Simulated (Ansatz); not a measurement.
The input, for Ansatz 0.2.0:

```yaml
crystal:
  periodic: [false, false, false]
  atoms:
    - {symbol: B, position_ang: [0.000000, 0.000000, 1.314633]}
    - {symbol: Al, position_ang: [0.000000, 0.000000, -3.814367]}
    - {symbol: H, position_ang: [0.000000, 0.000000, 2.499733]}
basis:
  gaussian: {orbitals: 6-31G}
magnetization: {spin_polarized: false, initial_magnetization: 3}
correlation: {method: fci, electrons: outside_noble_gas}
```

```sh
$ ansatz run in.yaml --threads 1 --pin off --events-out ev --progress --plain --max-ram 2393MiB
```

Output:

```
479 factors; integrals over basis functions are off by at most 1.4e-7 eV
mean field evaluation 1: about -7258.6637 eV, gradient 1.1e1 eV
mean field evaluation 2: about -7258.6629 eV, gradient 1.1e1 eV
mean field evaluation 4: about -7258.3758 eV, gradient 1.0e1 eV
mean field evaluation 8: about -7260.0784 eV, gradient 1.0e1 eV
mean field evaluation 16: about -7264.2284 eV, gradient 5.4e-2 eV
mean field evaluation 32: about -7264.2269 eV, gradient 4.0e-1 eV
mean field evaluation 64: about -7264.2073 eV, gradient 8.0e-2 eV
mean field evaluation 96: about -7264.2272 eV, gradient 2.5e-1 eV
mean field evaluation 128: about -7264.2237 eV, gradient 2.9e-1 eV
mean field evaluation 160: about -7264.1100 eV, gradient 2.8e0 eV
mean field evaluation 192: about -7264.2218 eV, gradient 1.4e-6 eV
mean field -7264.22851206 eV, -266.9554739474 hartree, gradient 1.2e-6 eV, S^2 3.750000; 16 other end points of the search recorded, 0 dependent functions left out
mean field evaluation 224: about -7261.7183 eV, gradient 2.5e-1 eV
mean field evaluation 256: about -7264.2287 eV, gradient 3.9e-1 eV
mean field evaluation 288: about -7264.2300 eV, gradient 2.8e-2 eV
mean field evaluation 320: about -7264.2285 eV, gradient 9.7e-3 eV
mean field evaluation 352: about -7264.2305 eV, gradient 1.9e-2 eV
determinant -7264.22851206 eV, -266.9554739474 hartree, with singles and doubles -7265.91920900 eV, -267.0176059137 hartree
determinant -7264.22178192 eV, -266.9552266194 hartree, with singles and doubles -7265.91143356 eV, -267.0173201715 hartree
determinant -7264.20406572 eV, -266.9545755607 hartree, with singles and doubles -7265.89090357 eV, -267.0165657084 hartree
determinant -7264.22851206 eV, -266.9554739474 hartree, with singles and doubles -7265.91992634 eV, -267.0176322754 hartree
determinant -7264.22178192 eV, -266.9552266194 hartree, with singles and doubles -7265.91255482 eV, -267.0173613772 hartree
determinant -7264.20406572 eV, -266.9545755607 hartree, with singles and doubles -7265.89199681 eV, -267.0166058843 hartree
6 core orbitals not correlated: weight in the atoms' cores, before any rotation towards them, 1.000 or more for the frozen orbitals, at most 0.000 for the correlated occupied ones
reference -7264.22851206 eV, -266.9554739474 hartree; 5, 2 occupied and 13, 16 virtual orbitals, 479 factors
state -7265.94244039 eV, -267.0184596516 hartree
Total energy: -7265.94244039 eV, -267.0184596516 hartree
```

Natural occupations: 1.9640 1.9062 0.9931 0.5642 0.5551 0.4680 0.4573 0.0415 0.0192 0.0060 0.0058 0.0058 0.0051 0.0028 0.0027 0.0024 0.0006 0.0002.

Ran on 1 thread of Arm Neoverse V1, shared host: 12 s wall, 0.18 GiB peak host memory.
